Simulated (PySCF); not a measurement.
# ClF, singlet in 6-31G*: errors against RCCSDT(Q)

Geometry: MP2(full)/6-31G*, from the G2/97 set.

```
atom   x (Å)   y (Å)   z (Å)
   F  0.0000  0.0000  0.0000
  Cl  0.0000  0.0000  1.6591
```

Basis 6-31G* (Cartesian d functions); PySCF 2.14.0. Correlated methods freeze the noble-gas cores, which leaves 14 electrons in 28 orbitals. R marks a restricted (for open shells ROHF) determinant.

Full CI isn't at hand for all of this; RCCSDT(Q) serves as the reference, and is uncertain by the last step of the cluster series or more.

The T1 diagnostic (ROHF- or RHF-based CCSD) is 0.0101 and the largest doubles amplitude (ROHF- or RHF-based CCSD) is 0.111.

```csv
level,E − E(RHF) (eV)
RMP2,-8.4035
RCCSD,-8.8291
RCCSD(T),-9.0278
```

Problem. Estimate how far RCCSDT(Q) in 6-31G* lies from RCCSD(T). The table doesn't fix it; the size of (T) and the diagnostics are the guide.

Solution. RCCSDT(Q) in 6-31G* lies 3.4 kJ/mol below RCCSD(T), which is 18 % of the (T) step (-19.2 kJ/mol). The diagnostics are small and one determinant leads, so the series closes fast and only a small part of (T) is left.

The other levels:

| level | E − E(RCCSDT(Q)) (kJ/mol) | share of correlation (%) | wall time |
| --- | --- | --- | --- |
| RCCSDT | 2.2 | 99.75 | – |

The correlation energy at RCCSDT(Q), counted from RHF, is -9.063 eV. That run took 30 s on 1 thread of Arm Neoverse V2, shared host.

Times are those of the correlated step on a shared host, with one SCF added for the restricted CCSD run; they ran on 1 thread of Arm Neoverse V2.

Atomization energy (electronic, same basis, no zero-point term; atoms at the same level, unrestricted beside the R rows where the molecule is a closed shell; the atoms' step beyond CCSDT comes from their full CI) at RCCSDT(Q): 213.4 kJ/mol. Errors of other levels:

```tsv
level	error (kJ/mol)
RHF	-199.7
RMP2	15.7
RCCSD	-14.0
RCCSD(T)	-2.0
RCCSDT	-1.8
```

This basis is far from its limit, so the value isn't to be set against a measured one.
